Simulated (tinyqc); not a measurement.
The basis set: RHF and MP2 along a ladder of basis sets, for LiF, spin multiplicity 1. Computed by the program tinyqc with PySCF. 

Geometry (angstrom):

| atom | x | y | z |
|---|---|---|---|
| Li | 0.0000 | 0.0000 | 0.0000 |
| F | 0.0000 | 0.0000 | 1.3400 |

Same geometry throughout; the dipole is taken about the origin.

RHF and frozen-core MP2 in a ladder of bases:

| basis | functions | E(RHF) (hartree) | E(MP2 corr) (hartree) | HOMO (eV) | LUMO (eV) | dipole (debye) |
|---|---|---|---|---|---|---|
| sto-3g | 10 | -105.370056 | -0.052348 | -10.3469 | 2.3985 | 2.9267 |
| 3-21g | 18 | -106.335022 | -0.130375 | -12.6646 | 0.2283 | 5.0806 |
| 6-31g | 18 | -106.892033 | -0.133663 | -13.2281 | 0.2939 | 5.6327 |
| 6-31g** | 28 | -106.906183 | -0.188224 | -13.3318 | 0.3678 | 5.2997 |
| cc-pvdz | 28 | -106.914253 | -0.204562 | -13.4944 | 0.1026 | 5.6158 |
| cc-pvtz | 60 | -106.957152 | -0.274905 | -13.6678 | 0.0927 | 5.4557 |

From cc-pVDZ to cc-pVTZ the RHF energy falls by 42.9 mhartree and the correlation energy by 70.3. If valence correlation converges as X^-3, (27 E(T) - 8 E(D))/19 gives -0.3045 hartree, a rough estimate from such small X that usually falls short; STO-3G holds about 17 % of it. Beyond STO-3G the LUMO moves by 0.3 eV and the HOMO by 1.0 eV.
